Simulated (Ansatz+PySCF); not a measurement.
doublet NO: levels of theory in one basis

```xyz
2

N     0.0000    0.0000   -0.5788
O     0.0000    0.0000    0.5065
```

Basis set: STO-3G (spherical functions). Frozen core: 2 orbitals. Correlation on ROHF uses semicanonical orbitals with singles. Charge 0, multiplicity 2.

Computed with Ansatz (development build ahead of 0.2.0); each method stands on the lowest determinant of its kind that the runs found.

| method | E − E(ROHF) (eV) | <S²> of the determinant |
| --- | --- | --- |
| ROHF | 0.00 | 0.75 |
| UHF | -0.02 | 0.76 |
| ROHF-MP2 | -2.84 | – |
| UHF-MP2 | -2.82 | 0.76 |
| ROHF-CCSD | -3.08 | – |
| UHF-CCSD | -3.09 | 0.76 |
| ROHF-CCSD(T) | -3.15 | – |

**Question.** What does full CI (lowest root of this spin) give on the same scale?

**Answer.** -3.18 eV.

**Question.** Is a single determinant a sound starting point here?

**Answer.** By this sign, yes. Unrestricted orbitals gain 0.02 eV and <S²> is 0.76 against 0.75 for a pure state.

**Question.** Rank these methods by their distance from full CI in this basis, nearest first.
A. ROHF-CCSD(T)
B. UHF-MP2
C. ROHF-CCSD
D. UHF-CCSD
E. ROHF-MP2

**Answer.** A (0.032 eV), D (0.093 eV), C (0.096 eV), E (0.338 eV), B (0.357 eV).
